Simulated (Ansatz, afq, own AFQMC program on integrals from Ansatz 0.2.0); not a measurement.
# Where AFQMC and coupled cluster stand for CN, doublet

```yaml
atoms:
  - { symbol: N, position_ang: [0.0000, 0.0000, 0.0000] }
  - { symbol: C, position_ang: [0.0000, 0.0000, 0.9310] }
```

Basis 6-31G. Only valence electrons are correlated. Ansatz 0.2.0 and our own AFQMC program on the same integrals; the CISD trial comes from CCSD amplitudes, and released means the phaseless constraint is let go. Free projection: walkers drawn from exp(T), propagated without any constraint. Its projection time is finite, and what remains of the start isn't in its error. Error bars are statistical, one sigma.

Determinant: UHF, the one that the program's search chose, which needn't be the lowest solution. The geometry is a point of a scan.

Full CI on the same integrals is exact in this basis and with this determinant's frozen core.

Cautions: raised T1 diagnostic (T1 0.041, weight of the determinant 0.90, largest double 0.07); the ph-AFQMC/CISD walk drifts between its halves (2.6 errors).

```
T1 diagnostic                               : 0.0407
weight of the determinant in the CISD state : 0.902
⟨S²⟩ of the determinant                     : 0.800
size of the correlated space                : 9 electrons in 16 orbitals
```

```csv
level,correlation energy (eV)
MP2,-3.9363
CCSD,-4.3123
CCSD(T),-4.4032
```

Task: Estimate where free-projection AFQMC lies against CCSD(T) on the same integrals.

Result: 33.2 ± 3.5 meV below CCSD(T).

Reference: full CI, correlation energy -4.435 eV. The released energy is read at 2.40 1/Eh (meV from the phaseless value at times in 1/Eh: -9 ± 4 at 0.24, -19 ± 3 at 0.51, -23 ± 3 at 0.99, -31 ± 4 at 1.62, -28 ± 5 at 2.40).

```
         level  E − E(reference) (meV)  share of correlation (%)
       CCSD(T)                    32.0                     99.28
         CCSDT                    16.0                     99.64
      CCSDT(Q)                    -1.3                    100.03
        CCSDTQ                     1.1                     99.98
   ph-AFQMC/HF            -82.8 ± 27.5                    101.87
 ph-AFQMC/CISD              29.4 ± 4.9                     99.34
released AFQMC               1.8 ± 5.5                     99.96
    free AFQMC              -1.2 ± 3.5                    100.03
```

CCSDT and higher add their correlation energy to the determinant of the CCSD(T) run, since their own runs factorise the integrals more tightly (a shift of under 2 meV). Free projections are given only where their last times agree within the noise and don't stop above the reference; a slow remainder of the start can still hide under it. A walk keeps the symmetry of its determinant, which the program's search chose and which needn't be the lowest solution, so a lower state of the same spin and another symmetry isn't excluded. Released energies are given only where the last usable release times agree within the noise; a slower fall can still hide under it.
